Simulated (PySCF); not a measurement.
Atoms are numbered as in `[CH3:1][CH2:2][CH2:3][C:4]#[N:5]` (H(Xn): hydrogen on atom n).

GIAO shifts from PySCF 2.14.0 with density-fitted response routines on PBE0-D3(BJ)/def2-TZVP geometries (one conformer, non-relativistic, equivalent nuclei averaged), against TMS at the same level and in the same medium; PCM means IEF-PCM chloroform.

Measured (solution, not stated per compound (mostly CDCl3 or CCl4); Pretsch, Buehlmann, Badertscher, Structure Determination of Organic Compounds, 4th ed. (2009)): C3 19.3, C2 19.0, C1 13.3, H(C3) 2.34, H(C2) 1.70, H(C1) 1.08 ppm.

**Question.** Which unscaled values do B97-2/pcSseg-2, gas; WP04/pcSseg-2, PCM; wB97X-D/pcSseg-2, PCM give, and how close are they?

**Answer.** 
```json
{"atoms": "C3", "measured": "19.3", "B97-2/pcSseg-2, gas": "21.3", "WP04/pcSseg-2, PCM": "23.6", "wB97X-D/pcSseg-2, PCM": "21.5"}
{"atoms": "C2", "measured": "19.0", "B97-2/pcSseg-2, gas": "24.3", "WP04/pcSseg-2, PCM": "26.9", "wB97X-D/pcSseg-2, PCM": "23.7"}
{"atoms": "C1", "measured": "13.3", "B97-2/pcSseg-2, gas": "15.2", "WP04/pcSseg-2, PCM": "17.0", "wB97X-D/pcSseg-2, PCM": "15.3"}
{"atoms": "H(C3)", "measured": "2.34", "B97-2/pcSseg-2, gas": "2.20", "WP04/pcSseg-2, PCM": "2.45", "wB97X-D/pcSseg-2, PCM": "2.40"}
{"atoms": "H(C2)", "measured": "1.70", "B97-2/pcSseg-2, gas": "1.56", "WP04/pcSseg-2, PCM": "1.66", "wB97X-D/pcSseg-2, PCM": "1.63"}
{"atoms": "H(C1)", "measured": "1.08", "B97-2/pcSseg-2, gas": "1.16", "WP04/pcSseg-2, PCM": "1.15", "wB97X-D/pcSseg-2, PCM": "1.14"}
```

Mean absolute error for ¹³C: B97-2/pcSseg-2, gas 3.1, WP04/pcSseg-2, PCM 5.3, wB97X-D/pcSseg-2, PCM 3.0 ppm.

Mean absolute error for ¹H: B97-2/pcSseg-2, gas 0.12, WP04/pcSseg-2, PCM 0.07, wB97X-D/pcSseg-2, PCM 0.06 ppm.
